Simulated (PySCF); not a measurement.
## propene: calculation and literature

Mapped SMILES: `[CH2:1]=[CH:2][CH3:3]`. Hydrogens are named by the atom that carries them. Ha(C1) is cis to C3; Hb(C1) is trans to C3.

Published estimates (parent shift plus substituent increments) and measurements: δ ¹³C C2 133.6; C1 116.1; C3 19.2; δ ¹H H(C2) 5.80; Ha(C1) 5.03; Hb(C1) 4.94; H(C3) 1.68 ppm (measured; solution, DMSO-d6, 298 K; Fulmer et al., Organometallics 2010, 29, 2176).
δ ¹³C C2 133.6; C1 115.9; C3 19.3 ppm (measured; solution, toluene-d8, 298 K; Fulmer et al., Organometallics 2010, 29, 2176).
δ ¹³C C2 134.0; C1 115.7; C3 19.3; δ ¹H H(C2) 5.79; Ha(C1) 4.99; Hb(C1) 4.89; H(C3) 1.69 ppm (measured; solution, THF-d8, 298 K; Fulmer et al., Organometallics 2010, 29, 2176).
δ ¹³C C2 136.0; C1 116.4; C3 19.6; δ ¹H H(C2) 5.87; Ha(C1) 5.03; Hb(C1) 4.93; H(C3) 1.70 ppm (measured; solution, TFE-d3, 298 K; Fulmer et al., Organometallics 2010, 29, 2176).
δ ¹³C C2 134.3; C1 116.0; C3 19.4; δ ¹H H(C2) 5.81; Ha(C1) 5.00; Hb(C1) 4.90; H(C3) 1.68 ppm (measured; solution, acetone-d6, 298 K; Fulmer et al., Organometallics 2010, 29, 2176).
δ ¹³C C2 136.2; C1 115.9 ppm (estimated from measurements, as parent shift plus tabulated substituent increment; solution, not stated per compound (mostly CDCl3 or CCl4); Pretsch, Buehlmann, Badertscher, Structure Determination of Organic Compounds, 4th ed. (2009)). Coupling constants: ³J(Hb(C1),H(C2)) (cis) 10.0 Hz, ³J(Ha(C1),H(C2)) (trans) 16.8 Hz, ³J(H(C2),Hb(C1)) (cis) 10.0 Hz, ³J(H(C2),Ha(C1)) (trans) 16.8 Hz, ²J(Ha(C1),Hb(C1)) 2.1 Hz, ¹J(C2,H(C2)) 152.0 Hz.

- geometry from GFN2-xTB
- PBE0/pcSseg-1 with gauge-including orbitals
- J couplings at B3LYP/pcJ-1
- run in PySCF
- a single conformation, non-relativistic Hamiltonian, isolated molecule, one averaged value for each set of equivalent atoms

Problem. How close does the calculation come?

Solution. 
Reference values: measured (solution, DMSO-d6, 298 K; Fulmer et al., Organometallics 2010, 29, 2176).
```json
{"atoms": "C2", "quantity": "δ ¹³C", "reference": "133.6", "computed": "142.9", "computed, scaled": "137.1"}
{"atoms": "C1", "quantity": "δ ¹³C", "reference": "116.1", "computed": "121.7", "computed, scaled": "116.4"}
{"atoms": "C3", "quantity": "δ ¹³C", "reference": "19.2", "computed": "23.7", "computed, scaled": "21.0"}
{"atoms": "H(C2)", "quantity": "δ ¹H", "reference": "5.80", "computed": "6.16", "computed, scaled": "5.90"}
{"atoms": "Ha(C1)", "quantity": "δ ¹H", "reference": "5.03", "computed": "5.41", "computed, scaled": "5.19"}
{"atoms": "Hb(C1)", "quantity": "δ ¹H", "reference": "4.94", "computed": "5.24", "computed, scaled": "5.03"}
{"atoms": "H(C3)", "quantity": "δ ¹H", "reference": "1.68", "computed": "1.87", "computed, scaled": "1.86"}
```

Reference values: measured (solution, toluene-d8, 298 K; Fulmer et al., Organometallics 2010, 29, 2176).
```csv
atoms,quantity,reference,computed,"computed, scaled"
C2,δ ¹³C,133.6,142.9,137.1
C1,δ ¹³C,115.9,121.7,116.4
C3,δ ¹³C,19.3,23.7,21.0
```

Reference values: measured (solution, THF-d8, 298 K; Fulmer et al., Organometallics 2010, 29, 2176).
| atoms | quantity | reference | computed | computed, scaled |
| --- | --- | --- | --- | --- |
| C2 | δ ¹³C | 134.0 | 142.9 | 137.1 |
| C1 | δ ¹³C | 115.7 | 121.7 | 116.4 |
| C3 | δ ¹³C | 19.3 | 23.7 | 21.0 |
| H(C2) | δ ¹H | 5.79 | 6.16 | 5.90 |
| Ha(C1) | δ ¹H | 4.99 | 5.41 | 5.19 |
| Hb(C1) | δ ¹H | 4.89 | 5.24 | 5.03 |
| H(C3) | δ ¹H | 1.69 | 1.87 | 1.86 |

Reference values: measured (solution, TFE-d3, 298 K; Fulmer et al., Organometallics 2010, 29, 2176).
| atoms | quantity | reference | computed | computed, scaled |
| --- | --- | --- | --- | --- |
| C2 | δ ¹³C | 136.0 | 142.9 | 137.1 |
| C1 | δ ¹³C | 116.4 | 121.7 | 116.4 |
| C3 | δ ¹³C | 19.6 | 23.7 | 21.0 |
| H(C2) | δ ¹H | 5.87 | 6.16 | 5.90 |
| Ha(C1) | δ ¹H | 5.03 | 5.41 | 5.19 |
| Hb(C1) | δ ¹H | 4.93 | 5.24 | 5.03 |
| H(C3) | δ ¹H | 1.70 | 1.87 | 1.86 |

Reference values: measured (solution, acetone-d6, 298 K; Fulmer et al., Organometallics 2010, 29, 2176).
| atoms | quantity | reference | computed | computed, scaled |
| --- | --- | --- | --- | --- |
| C2 | δ ¹³C | 134.3 | 142.9 | 137.1 |
| C1 | δ ¹³C | 116.0 | 121.7 | 116.4 |
| C3 | δ ¹³C | 19.4 | 23.7 | 21.0 |
| H(C2) | δ ¹H | 5.81 | 6.16 | 5.90 |
| Ha(C1) | δ ¹H | 5.00 | 5.41 | 5.19 |
| Hb(C1) | δ ¹H | 4.90 | 5.24 | 5.03 |
| H(C3) | δ ¹H | 1.68 | 1.87 | 1.86 |

Reference values: estimated from measurements, as parent shift plus tabulated substituent increment (solution, not stated per compound (mostly CDCl3 or CCl4); Pretsch, Buehlmann, Badertscher, Structure Determination of Organic Compounds, 4th ed. (2009)).
```csv
atoms,quantity,reference,computed,"computed, scaled"
C2,δ ¹³C,136.2,142.9,137.1
C1,δ ¹³C,115.9,121.7,116.4
```

Computed shifts are σ(ref) − σ with the named reference compound (TMS for H and C) calculated as an isolated molecule at the same level. The measured values may be among those fitted. Scaled to experiment by linear calibration (H and C: mostly CDCl3 data, vs TMS): ¹H (scatter 0.17 ppm rms, 0.18 ppm with the 4 outliers that the fit left out); ¹³C (scatter 2.1 ppm rms, 2.3 ppm with the 13 outliers that the fit left out). A few per cent of atoms miss by over 2 rms, more outside the fitted compound classes.

Coupling constants in Hz:
| coupling | reference | computed | source |
| --- | --- | --- | --- |
| ³J(Hb(C1),H(C2)) cis | 10.0 | 11.3 | measured; UCL NMR lecture notes, Spin-Spin Coupling (L3_3_97) |
| ³J(Ha(C1),H(C2)) trans | 16.8 | 17.9 | measured; UCL NMR lecture notes, Spin-Spin Coupling (L3_3_97) |
| ³J(H(C2),Hb(C1)) cis | 10.0 | 11.3 | measured; solution (compiled); Pretsch, Buehlmann, Badertscher, Structure Determination of Organic Compounds, 4th ed., Springer 2009 |
| ³J(H(C2),Ha(C1)) trans | 16.8 | 17.9 | measured; solution (compiled); Pretsch, Buehlmann, Badertscher, Structure Determination of Organic Compounds, 4th ed., Springer 2009 |
| ²J(Ha(C1),Hb(C1)) | 2.1 | 0.7 | measured; solution (compiled); Pretsch, Buehlmann, Badertscher, Structure Determination of Organic Compounds, 4th ed., Springer 2009 |
| ¹J(C2,H(C2)) | 152.0 | 157.5 | measured; liquid or solution (compiled); San Fabian, Garcia de la Vega, Suardiaz et al., Magn. Reson. Chem. 2013, 51, 775 (SI) |

Problem. How far are the unscaled ¹³C shifts from the references?

Solution. Mean signed difference +6.21 ppm, mean absolute 6.21 ppm over 17 comparisons; the largest is +9.3 ppm at C2 (alkene CH).

Problem. How far are the unscaled ¹H shifts from the references?

Solution. Mean signed difference +0.31 ppm, mean absolute 0.31 ppm over 16 comparisons; the largest is +0.42 ppm at Ha(C1) (hydrogen on a terminal =CH2 carbon).

39 of the 100 published NMR values on file for this molecule are compared. The rest: values from further sources, protons in aromatic solvents, values whose atom or origin is in doubt.

Unscaled 3J(H,H) at this level run about 10 % above measured values.
